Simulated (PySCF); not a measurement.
**Simulated absorption spectrum**

Species: BH6NSi.
Bonds: B1–N2, N2–Si3. Hydrogens: H4, H5 on B1; H6 on N2; H7, H8, H9 on Si3.

Method used: TDDFT wB97X-D/def2-SVPD, vertical, gas phase, core orbitals frozen in the response in PySCF 2.14.0, density-fitted response routines. Isolated species at its PBE0-D3(BJ)/def2-SVP geometry, gas phase.

Broadening: Gaussians 0.4 eV wide at half height, area fixed by f = 4.319×10⁻⁹ ∫ε dν̃. The cross-section is σ = 3.8235×10⁻²¹ ε cm², given in Mb (10⁻¹⁸ cm²). The width is an assumption, not a result. The curve ends short of the highest state used, and states not computed would add to its high-energy end.

```csv
λ (nm),σ (Mb)
145.9,10.08
147.6,7.98
149.3,5.49
151.0,4.85
152.7,9.27
154.4,21.68
156.1,41.35
157.9,61.73
159.6,69.60
161.3,62.06
163.0,44.51
164.7,26.18
166.4,12.93
168.2,5.24
169.9,2.01
171.6,0.73
173.3,0.26
175.0,0.09
176.7,0.03
178.4,0.01
180.2,0.00
181.9,0.00
183.6,0.00
185.3,0.00
187.0,0.00
188.7,0.00
190.4,0.00
192.2,0.00
193.9,0.00
195.6,0.00
```

(1) Where are the band maxima, and which computed states make them?

(2) Coming from long wavelengths, where does ε first pass 100 L mol⁻¹ cm⁻¹?

Answers

(1) 160 nm (7.77 eV), ε about 18000, made up of S3 (100%) (ε in L mol⁻¹ cm⁻¹; maxima over ε = 5, shares over 10%). At its high-energy end, 8.50 eV, the curve is still rising (ε about 2600, from S4, S5 and S6). The states used: S1 6.94 eV (f 0.0000); S2 7.48 eV (f 0.0037); S3 7.77 eV (f 0.269); S4 8.42 eV (f 0.011); S5 8.50 eV (f 0.016); S6 8.61 eV (f 0.013); S7 8.89 eV (f 0.016); S8 8.98 eV (f 0.084); S9 9.01 eV (f 0.015); S10 9.10 eV (f 0.108).

(2) At about 173 nm (7.18 eV), 0.24 eV above S1.

All these states lie below the vertical ionisation energy of 10.74 eV (ΔSCF).
